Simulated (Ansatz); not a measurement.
# C₂H₃B (SMILES B#CC): Born-Oppenheimer dynamics

Aim: follow the atoms for 40 steps of 0.5 fs at constant energy, with velocities drawn for 300 K.

Computed with Ansatz 0.2.0, Gaussian basis. Level: PBE0-D4/def2-SVP.

## 1. The starting structure

SMILES `B#CC`, 6 atoms, charge 0, spin multiplicity 1.

Atoms are counted from 1 here; the program's logs count them from 0.

Bond lengths: B1–C2 1.303 Å, C2–C3 1.465 Å, C3–H4 1.091 Å, C3–H5 1.090 Å, C3–H6 1.090 Å. Angles: B1–C2–C3 160.9°, C2–C3–H4 111.1°, C2–C3–H5 111.1°, C2–C3–H6 108.4°, H4–C3–H5 108.7°, H4–C3–H6 108.7°, H5–C3–H6 108.7°.

As a file:

```mol
C2H3B
  3D, bonds by distance, orders not assigned

  6  5  0  0  0  0  0  0  0  0999 V2000
   -1.5001   -1.4707   -0.7212 B   0  0
   -0.7951   -0.4833   -0.2453 C   0  0
    0.3572    0.3261    0.1603 C   0  0
    0.9501   -0.1870    0.9182 H   0  0
    0.9983    0.5520   -0.6920 H   0  0
   -0.0103    1.2630    0.5800 H   0  0
  1  2  8  0
  2  3  8  0
  3  4  8  0
  3  5  8  0
  3  6  8  0
M  END
```

## 2. The run

File md/in.yaml:

```yaml
crystal:
  periodic: [false, false, false]
  atoms:
    - {symbol: B, position_ang: [-1.500110, -1.470720, -0.721210]}
    - {symbol: C, position_ang: [-0.795090, -0.483330, -0.245320]}
    - {symbol: C, position_ang: [0.357150, 0.326090, 0.160280]}
    - {symbol: H, position_ang: [0.950060, -0.187000, 0.918230]}
    - {symbol: H, position_ang: [0.998340, 0.552010, -0.691980]}
    - {symbol: H, position_ang: [-0.010350, 1.262950, 0.580000]}
basis:
  gaussian: {orbitals: def2-SVP}
hamiltonian: {xc: pbe0, dispersion: d4}
md: {n_steps: 40, timestep: 0.5, temperature: 300, ensemble: nve, seed: 811, initial_velocities: maxwell_boltzmann}
```

On the command line:

```console
$ ansatz run in.yaml --threads 2 --pin off --events-out ev --progress --plain --max-ram 3481MiB
```

Q: Predict the outcome of this session. Wanted: temperature at the start; mean temperature, second half; lowest and highest potential energy, from the first frame; largest change of potential + kinetic.

As calculated:

| quantity | value |
| --- | --- |
| length | 40 steps, 20.0 fs |
| temperature at the start | 300 K |
| mean temperature, second half | 470 K |
| lowest and highest potential energy, from the first frame | -158 and 37 meV |
| largest change of potential + kinetic | 0.6 meV |

What this shows: With no thermostat the total energy should stay fixed; it holds within 0.6 meV, small beside the kinetic energy, so the time step serves. With 6 atoms the instant temperature spans 229 to 604 K. The molecule keeps its bonds.
